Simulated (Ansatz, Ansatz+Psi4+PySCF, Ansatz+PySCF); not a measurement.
```xyz
3

C     0.3000    0.3000    0.3000
H     0.4602   -0.7041    0.7378
H     0.2933    0.9513    1.1951
```

Basis set: cc-pVTZ (spherical functions). Left uncorrelated: 1 orbital. Charge 0, multiplicity 1.

Computed with Ansatz (development build ahead of 0.2.0); each method stands on the lowest determinant of its kind that the runs found. Restricted open shells among the atoms or ions are ROHF, correlated in semicanonical orbitals with singles.

The atomization energy at this shape (free ground-state atoms in the same class of orbitals less the molecule, no zero-point energy) of singlet CH₂:

| method | atomization energy |
| --- | --- |
| UHF-CCSD(T) | 7.65 eV |
| UHF-MP2 | 7.54 eV |
| RHF | 5.61 eV |
| UHF | 5.98 eV |

Problem. What does RHF-MP2 give?

Solution. 7.43 eV. Caution: another spin multiplicity may lie lower. Caution for UHF-CCSD(T), UHF-MP2: large amplitudes, a single reference is doubtful. Caution for UHF-CCSD(T), UHF-MP2, UHF: the determinant breaks the point group; the unrestricted determinant is spin contaminated. Caution for RHF-MP2, RHF: an unrestricted determinant lies well below.
